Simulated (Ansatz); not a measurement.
```yaml
crystal:
  periodic: [false, false, false]
  atoms:
    - {symbol: Cr, position_ang: [0.000000, 0.000000, -1.502850]}
    - {symbol: N, position_ang: [0.000000, 0.000000, 0.177273]}
    - {symbol: N, position_ang: [0.000000, 0.000000, 1.325577]}
basis:
  gaussian: {orbitals: def2-TZVP}
hamiltonian: {xc: pbe0}
relax: {f_tol: 0.004, max_steps: 80}
```

```sh
$ ansatz run in.yaml --threads 1 --pin off --events-out ev --progress --plain --max-ram 2176MiB
```

Steps of the relaxation (energy above the last step; positions in Å, forces in eV/Å):

```
3
step 1, 236.0 meV
Cr    0.000    0.000   -1.503    0.001    0.279   -2.903
N     0.000    0.000    0.177   -0.001   -0.687    4.865
N     0.000    0.000    1.326    0.001    0.408   -1.962
```

```
3
step 2, 100.0 meV
Cr    0.000    0.005   -1.526    0.000    0.220   -1.774
N     0.000   -0.013    0.197   -0.001   -0.513    2.564
N     0.000    0.008    1.329    0.001    0.293   -0.790
```

```
3
step 3, 7.1 meV
Cr    0.000    0.016   -1.574    0.000    0.084   -0.194
N     0.000   -0.040    0.227    0.000   -0.183    0.641
N     0.000    0.023    1.346    0.000    0.100   -0.447
```

```
3
step 7, 0.0 meV
Cr    0.000    0.029   -1.577    0.000    0.000    0.000
N     0.000   -0.072    0.233    0.000   -0.001    0.002
N     0.000    0.043    1.344    0.000    0.000   -0.001
```

Close pairs at the end: N2–N3 1.116 Å, Cr1–N2 1.813 Å, Cr1–N3 2.921 Å.

A stationary point of restricted PBE0 after 7 steps (its stability towards spin polarisation wasn't tested); no frequencies were run, so it isn't proven a minimum. 76 s on 1 thread of Intel Xeon Platinum 8375C, shared host.
